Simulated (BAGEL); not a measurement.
# C4H2N (1-cyano propargyl radical): ROHF/def2-SVP (density fitting with cc-pvqz-jkfit)

Aim: the vertical doublet–quartet gap of C4H2N (1-cyano propargyl radical) at ROHF/def2-SVP (density fitting with cc-pvqz-jkfit), from 2 runs. 

The results are computed with BAGEL 1.2.2.

5 further runs of the same task are left out: 3 that didn't finish, 2 set aside as unsound or not needed.

## 1. The molecule

C4H2N has 7 atoms, charge 0, and is taken as a doublet. As SMILES, `C#C[CH]C#N`. The coordinates come from a PBE0-D4/def2-TZVP relaxation.

Bond lengths: C1–C2 1.214 Å, C2–C3 1.376 Å, C3–C4 1.397 Å, C4–N5 1.158 Å, C1–H6 1.065 Å, C3–H7 1.085 Å. Angles: C1–C2–C3 179.0°, C2–C3–C4 122.3°, C3–C4–N5 178.7°, C2–C1–H6 179.6°, C2–C3–H7 119.9°, C4–C3–H7 117.7°.

## 2. A single-point energy at ROHF/def2-SVP (density fitting with cc-pvqz-jkfit)

File input.json:

```json
{ "bagel": [

{
  "title": "molecule",
  "basis": "svp",
  "df_basis": "cc-pvqz-jkfit",
  "angstrom": true,
  "geometry": [
    { "atom": "C", "xyz": [   -0.553800,   -0.439980,    1.781470 ] },
    { "atom": "C", "xyz": [   -0.017650,   -0.223020,    0.713850 ] },
    { "atom": "C", "xyz": [    0.610250,    0.015320,   -0.486960 ] },
    { "atom": "C", "xyz": [   -0.068900,    0.523780,   -1.597160 ] },
    { "atom": "N", "xyz": [   -0.609130,    0.944560,   -2.531610 ] },
    { "atom": "H", "xyz": [   -1.030320,   -0.627980,    2.715110 ] },
    { "atom": "H", "xyz": [    1.669550,   -0.192690,   -0.594690 ] }
  ]
},
{ "title": "rohf", "nopen": 1 },
{ "title": "print", "file": "orbitals.molden", "orbitals": true }

]}
```

The run is started by

```
$ BAGEL_NUM_THREADS=1 BAGEL input.json > input.out
```

The program printed:

```text
* using 1 threads per process

  ===============================================================
  ===============================================================

  *** Geometry ***

  { "atom" : "C", "xyz" : [     -1.046530,     -0.831442,      3.366490 ] },
  { "atom" : "C", "xyz" : [     -0.033354,     -0.421447,      1.348981 ] },
  { "atom" : "C", "xyz" : [      1.153205,      0.028951,     -0.920221 ] },
  { "atom" : "C", "xyz" : [     -0.130202,      0.989801,     -3.018195 ] },
  { "atom" : "N", "xyz" : [     -1.151089,      1.784960,     -4.784050 ] },
  { "atom" : "H", "xyz" : [     -1.947023,     -1.186710,      5.130814 ] },
  { "atom" : "H", "xyz" : [      3.154992,     -0.364131,     -1.123801 ] },

  Number of auxiliary basis functions:      632

  Since a DF basis is specified, we compute 2- and 3-index integrals:
    o Being stored without compression. Storage requirement is 0.032 GB

  Number of basis functions:       80
  Number of electrons      :       33

    * METHOD: MOLECULE                             0.31

  *** Open-shell HF ***

  === Nuclear Repulsion ===
   117.6476637556

      * DIIS with orbital gradients will be used.

  === ROHF iteration (svp) ===
      0       -206.64927001          0.03170256           0.11
      1       -206.73419097          0.02573445           0.11
      2       -206.74236353          0.02413096           0.12
      3       -206.80292626          0.00214649           0.11
      4       -206.80378764          0.00121626           0.11
      5       -206.80438525          0.00065539           0.12
      6       -206.80473100          0.00043536           0.12
      7       -206.80497049          0.00023245           0.12
      8       -206.80509706          0.00008101           0.11
      9       -206.80525302          0.00004945           0.12
     10       -206.80525433          0.00002663           0.12
     11       -206.80526366          0.00001251           0.11
     12       -206.80526219          0.00000683           0.12
     13       -206.80526381          0.00000296           0.11
     14       -206.80526366          0.00000139           0.11
     15       -206.80526391          0.00000065           0.11
     16       -206.80526394          0.00000045           0.12
     17       -206.80526394          0.00000026           0.11
     18       -206.80526394          0.00000015           0.11
     19       -206.80526394          0.00000009           0.11
     20       -206.80526393          0.00000005           0.11
     21       -206.80526393          0.00000003           0.11
     22       -206.80526393          0.00000002           0.11
     23       -206.80526392          0.00000001           0.12
     24       -206.80526392          0.00000001           0.11
    * SCF iteration converged.

    * S^2 (ROHF) is 0.7500

    * Permanent dipole moment:
           (   -0.608904,     0.561240,    -1.326633) a.u.

    * METHOD: ROHF                                 3.00

    * METHOD: PRINT                                0.01

  ===============================================================
```

It took 3.6 s on 1 thread of Arm Neoverse V2, shared host; peak memory 0.12 GiB.

## 3. The quartet

File hf.json:

```json
{ "bagel" : [

{
  "title" : "molecule",
  "basis" : "svp",
  "df_basis" : "cc-pvqz-jkfit",
  "angstrom" : true,
  "geometry" : [
    { "atom" : "C", "xyz" : [      -0.553800,      -0.439980,       1.781470 ] },
    { "atom" : "C", "xyz" : [      -0.017650,      -0.223020,       0.713850 ] },
    { "atom" : "C", "xyz" : [       0.610250,       0.015320,      -0.486960 ] },
    { "atom" : "C", "xyz" : [      -0.068900,       0.523780,      -1.597160 ] },
    { "atom" : "N", "xyz" : [      -0.609130,       0.944560,      -2.531610 ] },
    { "atom" : "H", "xyz" : [      -1.030320,      -0.627980,       2.715110 ] },
    { "atom" : "H", "xyz" : [       1.669550,      -0.192690,      -0.594690 ] }
  ]
},

{ "title" : "rohf", "charge" : 0, "nopen" : 3 },

{ "title" : "print", "file" : "orbitals.molden", "orbitals" : true }

]}
```

The run is started by

```
$ BAGEL_NUM_THREADS=1 BAGEL hf.json > hf.out
```

The program printed:

```text
* using 1 threads per process

  ===============================================================
  ===============================================================

  *** Geometry ***

  { "atom" : "C", "xyz" : [     -1.046530,     -0.831442,      3.366490 ] },
  { "atom" : "C", "xyz" : [     -0.033354,     -0.421447,      1.348981 ] },
  { "atom" : "C", "xyz" : [      1.153205,      0.028951,     -0.920221 ] },
  { "atom" : "C", "xyz" : [     -0.130202,      0.989801,     -3.018195 ] },
  { "atom" : "N", "xyz" : [     -1.151089,      1.784960,     -4.784050 ] },
  { "atom" : "H", "xyz" : [     -1.947023,     -1.186710,      5.130814 ] },
  { "atom" : "H", "xyz" : [      3.154992,     -0.364131,     -1.123801 ] },

  Number of auxiliary basis functions:      632

  Since a DF basis is specified, we compute 2- and 3-index integrals:
    o Being stored without compression. Storage requirement is 0.032 GB

  Number of basis functions:       80
  Number of electrons      :       33

    * METHOD: MOLECULE                             0.31

  *** Open-shell HF ***

  === Nuclear Repulsion ===
   117.6476637556

      * DIIS with orbital gradients will be used.

  === ROHF iteration (svp) ===
      0       -206.32358418          0.03262587           0.11
      1       -206.38664503          0.03890868           0.11
      2       -206.43207760          0.03498850           0.11
      3       -206.60806309          0.00456052           0.11
      4       -206.61874743          0.00255491           0.11
      5       -206.62217607          0.00119009           0.11
      6       -206.62353349          0.00048619           0.11
      7       -206.62389665          0.00028149           0.11
      8       -206.62400382          0.00015836           0.11
      9       -206.62403960          0.00008668           0.11
     10       -206.62408286          0.00003975           0.11
     11       -206.62409384          0.00001556           0.11
     12       -206.62410161          0.00000996           0.11
     13       -206.62410253          0.00000469           0.11
     14       -206.62410340          0.00000205           0.11
     15       -206.62410418          0.00000104           0.11
     16       -206.62410428          0.00000060           0.11
     17       -206.62410444          0.00000038           0.11
     18       -206.62410445          0.00000019           0.11
     19       -206.62410452          0.00000012           0.11
     20       -206.62410453          0.00000005           0.11
     21       -206.62410455          0.00000002           0.11
     22       -206.62410456          0.00000001           0.11
     23       -206.62410456          0.00000001           0.11
    * SCF iteration converged.

    * S^2 (ROHF) is 3.7500

    * Permanent dipole moment:
           (   -0.570385,     0.572328,    -1.389192) a.u.

    * METHOD: ROHF                                 2.81

    * METHOD: PRINT                                0.01

  ===============================================================
```

Run time: 3.3 s. Hardware: 1 thread of Arm Neoverse V2, shared host; peak memory 0.12 GiB.

## 4. Summary of results

Level: ROHF/def2-SVP (density fitting with cc-pvqz-jkfit).

| quantity | value |
| --- | --- |
| doublet: total energy | -206.80526 Eh |
| doublet: dipole moment | 3.97 D |
| doublet: ⟨S²⟩ | 0.750 |
| quartet: total energy | -206.62410 Eh |
| quartet: dipole moment | 4.08 D |
| quartet: ⟨S²⟩ | 3.750 |
| vertical energy of the quartet above the doublet | 4.930 eV |

**Reading.** At this shape the quartet lies 4.93 eV (476 kJ/mol) above the doublet.
